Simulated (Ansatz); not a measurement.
input.yaml

```yaml
crystal:
  periodic: [false, false, false]
  atoms:
    - { symbol: O, position_ang: [-0.4055, -1.67382, 0.91567] }
    - { symbol: C, position_ang: [-0.24267, -0.93941, -0.05732] }
    - { symbol: Si, position_ang: [0.21951, 0.84406, 0.05921] }
    - { symbol: H, position_ang: [-0.3775, -1.35303, -1.07815] }
    - { symbol: H, position_ang: [0.38231, 1.60715, -1.16541] }
    - { symbol: H, position_ang: [0.42385, 1.51506, 1.32599] }
magnetization:
  spin_polarized: true
  initial_magnetization: 1
basis:
  gaussian: { orbitals: def2-SVP }
hamiltonian:
  xc: pbe0
  dispersion: d4
relax:
  f_tol: 0.02
  max_steps: 50
```

Command:

```bash
$ ansatz run input.yaml --threads 1 --pin off --max-ram 2048MiB --backend cpu --events-out ev --progress --plain --runs-dir out
```

Hardware: 1 thread of Intel(R) Xeon(R) 6975P-C (Granite Rapids) (shared host).

Problem. Roughly how long does this run take, and how much memory?

Solution. 25 s, with a peak of 0.16 GiB, for 19 ionic steps.
